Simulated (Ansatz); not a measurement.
Start from `C[SiH2]C` and change one atom or group to get `B[SiH2]C`.

Ansatz, PBE0-D4/def2-TZVP geometries, multiplicity 1. 

| property | `C[SiH2]C` |
| --- | --- |
| HOMO energy (PBE0/def2-TZVPP) / eV | -8.82 |
| LUMO energy (PBE0/def2-TZVPP) / eV | 1.07 |
| HOMO–LUMO gap (ωB97M-V/def2-TZVPP) / eV | 13.57 |
| LUMO energy (B3LYP/def2-TZVPP) / eV | 0.77 |
| HOMO–LUMO gap (B3LYP/def2-TZVPP) / eV | 9.36 |
| HOMO energy (B3LYP/def2-TZVPP) / eV | -8.59 |

Task: What does the change do to each property? (Estimate.)

Result: Ansatz gave: 
```csv
property,`B[SiH2]C`,shift
HOMO energy (PBE0/def2-TZVPP) / eV,-8.10,0.72
LUMO energy (PBE0/def2-TZVPP) / eV,-2.31,-3.38
HOMO–LUMO gap (ωB97M-V/def2-TZVPP) / eV,9.92,-3.65
LUMO energy (B3LYP/def2-TZVPP) / eV,-2.52,-3.29
HOMO–LUMO gap (B3LYP/def2-TZVPP) / eV,5.40,-3.96
HOMO energy (B3LYP/def2-TZVPP) / eV,-7.92,0.67
```

With PBE0 the HOMO rises by 0.72 eV and the LUMO falls by 3.38 eV, so the gap narrows by about 4.10 eV. PBE moves the HOMO by 0.62 eV and ωB97M-V by 0.80 eV.

B3LYP here is the variant with VWN-RPA as its local correlation; programs differ in this.
